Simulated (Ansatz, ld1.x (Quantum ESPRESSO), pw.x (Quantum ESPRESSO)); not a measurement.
**From atom to crystal: PAW potential for Ba**

```json
{"Element": "Ba", "Generator": "ld1.x (Quantum ESPRESSO) 7.5", "Type": "PAW", "Functional": "PBE", "Relativity": "scalar-relativistic", "Frozen core": "[Kr] 4d10", "Valence charge": "10", "Reference configuration": "5s2 5p6 5d0 6s1.75 6p0.25", "Partial waves": "5s (bound): rcut 2.25, rcutus 2.90 bohr; 6s (bound): rcut 2.25, rcutus 2.90 bohr; 5p (bound): rcut 3.25, rcutus 3.90 bohr; 6p (bound): rcut 3.25, rcutus 3.90 bohr; 5d (bound, empty): rcut 3.65, rcutus 4.45 bohr; 5d channel at 2.55 Ry: rcut 3.65, rcutus 4.45 bohr", "Local potential": "all-electron potential smoothed inside 3.85 bohr (lloc = -1)", "Core correction": "Bessel-smoothed model core inside 1.80 bohr", "Augmentation charge": "PSQ, inside the norm-conserving radii"}
```

Crystal test: bcc Ba in pw.x 7.5, no spin, 9³ k-points, Fermi–Dirac smearing 0.01 Ry, cutoffs 40/320 Ry. The reference is all-electron LAPW (Ansatz 0.2.0) with the same functional, mesh and smearing; V0 and B0 come from Birch–Murnaghan fits to the pressures at five volumes. Errors are pseudo minus all-electron; Δ is the rms difference of the E(V) curves that follow from these fits, minima aligned, over ±6 % about the mean V0. Mesh and smearing are coarse, so the numbers serve the comparison and aren't converged zero-temperature values; the lattice is a test structure that the element need not adopt.

All-electron: a0 = 5.031 Å (V0 = 63.67 Å³/atom), B0 = 8.4 GPa.

Problem. How far does the potential miss the all-electron equation of state?

Solution. mean pressure error (GPa): +0.10; a0 (Å): 5.049; a0 error (%): +0.36; B0 error (%): +4.3; Δ (meV/atom): 1.3. The largest radius (4.45 bohr) exceeds half the bond length (4.12 bohr), so the spheres overlap, which is one possible source of error among others. Atomic configuration tests: test run stopped at test 2 of 7 (negative rho).

| V (Å³/atom) | P all-electron (GPa) | P pseudo (GPa) |
| --- | --- | --- |
| 60.428 | 0.47 | 0.61 |
| 62.018 | 0.23 | 0.35 |
| 63.608 | 0.01 | 0.11 |
| 65.198 | -0.19 | -0.11 |
| 66.788 | -0.38 | -0.31 |

Problem. At the middle volume, how do free energy and pressure move when the wave cutoff is lowered (ecutrho held at 320 Ry)?

Solution.

| cutoff (Ry) | shift of F (meV/atom) | shift of P (GPa) |
| --- | --- | --- |
| 18 | +2.3 | -0.02 |
| 24 | +0.4 | +0.00 |
| 32 | +0.1 | +0.00 |

The run at the middle volume (35 k-points, 10 iterations) took about 27 s on one core of a shared host (Neoverse-V1, 32 threads, 247 GiB, load 24).
